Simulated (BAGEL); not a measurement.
# [C3H3]− (SMILES C#C[CH2-]) at HF/def2-TZVP (density fitting with qzvpp-jkfit)

What is the vertical ionisation energy of [C3H3]− at HF/def2-TZVP (density fitting with qzvpp-jkfit)? 

The results are computed with BAGEL 1.2.2.

3 further runs of the same task are left out: 2 that didn't finish, 1 set aside as unsound or not needed.

### Step 1. The system as given

[C3H3]−: 6 atoms, total charge -1, spin state singlet. SMILES: `C#C[CH2-]`. The shape is that of a GFN2-xTB optimisation.

Bond lengths: C1–C2 1.255 Å, C2–C3 1.343 Å, C1–H4 1.091 Å, C3–H5 1.092 Å, C3–H6 1.091 Å. Angles: C1–C2–C3 164.4°, C2–C1–H4 129.2°, C2–C3–H5 122.3°, C2–C3–H6 122.4°, H5–C3–H6 115.2°.

### Step 2. The energy at HF/def2-TZVP (density fitting with qzvpp-jkfit)

Contents of job.json:

```json
{ "bagel" : [

{
  "title" : "molecule",
  "basis" : "def2-tzvp.json",
  "df_basis" : "qzvpp-jkfit",
  "angstrom" : true,
  "geometry" : [
    { "atom" : "C", "xyz" : [   -1.120160,   -0.982420,   -0.458390 ] },
    { "atom" : "C", "xyz" : [   -0.252910,   -0.138410,   -0.126320 ] },
    { "atom" : "C", "xyz" : [    0.818480,    0.476380,    0.400200 ] },
    { "atom" : "H", "xyz" : [   -2.013560,   -0.849860,   -1.070370 ] },
    { "atom" : "H", "xyz" : [    1.769820,    0.549390,   -0.130810 ] },
    { "atom" : "H", "xyz" : [    0.798330,    0.944930,    1.385710 ] }
  ]
},
{ "title" : "hf", "charge" : -1 },
{ "title" : "print", "file" : "orbitals.molden", "orbitals" : true }

]}
```

The basis set def2-TZVP is read from a file made from the Basis Set Exchange's data (not shown).

Command:

```bash
$ BAGEL_NUM_THREADS=1 BAGEL job.json > job.out
```

What it wrote:

```text
* using 1 threads per process

  ===============================================================
  ===============================================================

  *** Geometry ***

  { "atom" : "C", "xyz" : [     -2.116796,     -1.856505,     -0.866232 ] },
  { "atom" : "C", "xyz" : [     -0.477931,     -0.261557,     -0.238710 ] },
  { "atom" : "C", "xyz" : [      1.546703,      0.900228,      0.756268 ] },
  { "atom" : "H", "xyz" : [     -3.805077,     -1.606003,     -2.022706 ] },
  { "atom" : "H", "xyz" : [      3.344475,      1.038197,     -0.247195 ] },
  { "atom" : "H", "xyz" : [      1.508625,      1.785659,      2.618612 ] },

  Number of auxiliary basis functions:      279

  Since a DF basis is specified, we compute 2- and 3-index integrals:
    o Being stored without compression. Storage requirement is 0.028 GB

  Number of basis functions:      111
  Number of electrons      :       21

    * METHOD: MOLECULE                             0.14

  *** RHF ***

  === Nuclear Repulsion ===
    53.3602512062

      * DIIS with orbital gradients will be used.

  === RHF iteration (def2-tzvp.json) ===
      0       -115.05423832          0.02254386           0.03
      1       -115.21851231          0.01140421           0.03
      2       -115.26283707          0.00217219           0.03
      3       -115.26484246          0.00107989           0.03
      4       -115.26541627          0.00029604           0.03
      5       -115.26555022          0.00018033           0.03
      6       -115.26558551          0.00008860           0.03
      7       -115.26560004          0.00001694           0.03
      8       -115.26560033          0.00000624           0.03
      9       -115.26560037          0.00000295           0.03
     10       -115.26560038          0.00000118           0.03
     11       -115.26560038          0.00000048           0.03
     12       -115.26560038          0.00000018           0.03
     13       -115.26560038          0.00000007           0.03
     14       -115.26560038          0.00000002           0.03
     15       -115.26560038          0.00000001           0.03
    * SCF iteration converged.

    * Permanent dipole moment:
           (   -0.182959,    -0.706871,     0.070032) a.u.

    * METHOD: HF                                   0.53

    * METHOD: PRINT                                0.07

  ===============================================================
```

Wall time 0.99 s (1 thread of AMD EPYC 7B13 (Zen 3), shared host); peak memory 0.089 GiB.

### Step 3. Doublet neutral C3H3

Contents of hf.json:

```json
{ "bagel" : [

{
  "title" : "molecule",
  "basis" : "def2-tzvp.json",
  "df_basis" : "qzvpp-jkfit",
  "angstrom" : true,
  "geometry" : [
    { "atom" : "C", "xyz" : [      -1.120160,      -0.982420,      -0.458390 ] },
    { "atom" : "C", "xyz" : [      -0.252910,      -0.138410,      -0.126320 ] },
    { "atom" : "C", "xyz" : [       0.818480,       0.476380,       0.400200 ] },
    { "atom" : "H", "xyz" : [      -2.013560,      -0.849860,      -1.070370 ] },
    { "atom" : "H", "xyz" : [       1.769820,       0.549390,      -0.130810 ] },
    { "atom" : "H", "xyz" : [       0.798330,       0.944930,       1.385710 ] }
  ]
},

{
  "title" : "uhf",
  "nopen" : 1
},

{
  "title" : "print",
  "file" : "orbitals.molden",
  "orbitals" : true
}

]}
```

The basis set def2-TZVP is read from a file made from the Basis Set Exchange's data (not shown).

Command:

```bash
$ BAGEL_NUM_THREADS=1 BAGEL hf.json > hf.out
```

What it wrote:

```text
* using 1 threads per process

  ===============================================================
  ===============================================================

  *** Geometry ***

  { "atom" : "C", "xyz" : [     -2.116796,     -1.856505,     -0.866232 ] },
  { "atom" : "C", "xyz" : [     -0.477931,     -0.261557,     -0.238710 ] },
  { "atom" : "C", "xyz" : [      1.546703,      0.900228,      0.756268 ] },
  { "atom" : "H", "xyz" : [     -3.805077,     -1.606003,     -2.022706 ] },
  { "atom" : "H", "xyz" : [      3.344475,      1.038197,     -0.247195 ] },
  { "atom" : "H", "xyz" : [      1.508625,      1.785659,      2.618612 ] },

  Number of auxiliary basis functions:      279

  Since a DF basis is specified, we compute 2- and 3-index integrals:
    o Being stored without compression. Storage requirement is 0.028 GB

  Number of basis functions:      111
  Number of electrons      :       21

    * METHOD: MOLECULE                             0.13

  *** Open-shell HF ***

  === Nuclear Repulsion ===
    53.3602512062

      * DIIS with orbital gradients will be used.

  === UHF iteration (def2-tzvp.json) ===
      0       -115.15627330          0.03086127           0.05
      1       -115.25228375          0.01129652           0.06
      2       -115.26852533          0.00552617           0.06
      3       -115.27351603          0.00144716           0.06
      4       -115.27650982          0.00080298           0.06
      5       -115.27832183          0.00044441           0.06
      6       -115.28014909          0.00029710           0.06
      7       -115.28116873          0.00017349           0.06
      8       -115.28181481          0.00011131           0.06
      9       -115.28223362          0.00007702           0.06
     10       -115.28254415          0.00006201           0.06
     11       -115.28269971          0.00004993           0.05
     12       -115.28284405          0.00002944           0.05
     13       -115.28287009          0.00000974           0.06
     14       -115.28287137          0.00000565           0.05
     15       -115.28287163          0.00000362           0.06
     16       -115.28287187          0.00000168           0.05
     17       -115.28287187          0.00000087           0.05
     18       -115.28287188          0.00000025           0.05
     19       -115.28287188          0.00000015           0.06
     20       -115.28287188          0.00000007           0.05
     21       -115.28287188          0.00000005           0.05
     22       -115.28287188          0.00000003           0.05
     23       -115.28287188          0.00000002           0.05
     24       -115.28287188          0.00000001           0.05
    * SCF iteration converged.

    * S^2 (UHF) is 1.1332

    * Permanent dipole moment:
           (   -0.176703,    -0.320853,    -0.027651) a.u.

    * METHOD: UHF                                  1.48

    * METHOD: PRINT                                0.05

  ===============================================================
```

It took 1.9 s on 1 thread of AMD EPYC 7B13 (Zen 3), shared host; peak memory 0.089 GiB.

### Step 4. What came out

Level: HF/def2-TZVP (density fitting with qzvpp-jkfit).

| quantity | value |
| --- | --- |
| singlet [C3H3]−: total energy | -115.26560 Eh |
| singlet [C3H3]−: HOMO energy | -1.34 eV |
| singlet [C3H3]−: LUMO energy | 9.52 eV |
| singlet [C3H3]−: HOMO–LUMO gap (to an unbound level, set by the basis) | 10.85 eV |
| doublet neutral C3H3: total energy | -115.28287 Eh |
| doublet neutral C3H3: dipole moment | 0.93 D |
| doublet neutral C3H3: ⟨S²⟩ | 1.133 |
| vertical detachment energy (to the doublet neutral) | -0.470 eV |

**Reading.** The species is unbound against losing an electron at this level, by 0.47 eV (−10.8 kcal/mol); missing correlation or diffuse functions can give that sign where the real anion is bound. ⟨S²⟩ (doublet neutral C3H3) is 1.13 where a pure doublet has 0.75: the reference is spin-contaminated.
